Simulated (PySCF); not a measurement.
## Working out the ionisation energy of N

N [He] 2s2 2p3 (4S) → N⁺ [He] 2s2 2p2 (3P). Computed with PySCF 2.14 in def2-QZVPPD, with the non-relativistic Hamiltonian (point nucleus). Frozen: 1s2. Energies in hartree (1 hartree = 27.21139 eV):

```json
{"part": "UHF", "N (lower)": "-54.404429", "N⁺ (upper)": "-53.893782"}
{"part": "CCSD correlation", "N (lower)": "-0.117889", "N⁺ (upper)": "-0.096942"}
{"part": "(T)", "N (lower)": "-0.002831", "N⁺ (upper)": "-0.001822"}
```

Task: What does Hartree-Fock give?

Result: (-53.893782) − (-54.404429) = 0.510647 hartree = 13.895 eV.

Task: What do CCSD and CCSD(T) give?

Result: The CCSD correlation energies differ by 0.020947 hartree = 0.570 eV and the triples by 0.001009 hartree = 0.027 eV, so CCSD gives 14.465 eV and CCSD(T) 14.492 eV.

Measured between the centres of the two terms (NIST): 14.545 eV, so CCSD(T) (valence) is off by -0.053 eV.

What remains against the reference includes basis incompleteness, the frozen core and higher excitations.
